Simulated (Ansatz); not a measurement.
Species: ClF, charge 1, multiplicity 2. 
Structure (B3LYP-D3(BJ)/def2-TZVP (Ansatz, an electronic-structure program) minimum search):
```
F
Cl 1 1.5412
```
Charge +1, spin multiplicity 2.

Basis-set convergence of Hartree-Fock and CCSD correlation energies (hartree) with Ansatz. Cores are frozen in the correlated levels unless marked. Open shells are spin-unrestricted. Spin-orbit coupling is left out. Non-relativistic.

| basis | functions | E(HF) | E(corr, CCSD) |
|---|---|---|---|
| aug-cc-pV(D+d)Z | 55 | -558.42524 | -0.35538 |
| aug-cc-pV(T+d)Z | 101 | -558.47441 | -0.44506 |
| aug-cc-pV(Q+d)Z | 169 | -558.48624 | -0.47502 |

Extrapolating the two largest sets (X = 3 and 4) as X^-3: E(corr) = (64·(-0.47502) - 27·(-0.44506))/37 = -0.4969 Eh, an estimate of the basis-set limit. The largest set recovers 95.6 % of it, the smallest 71.5 %.
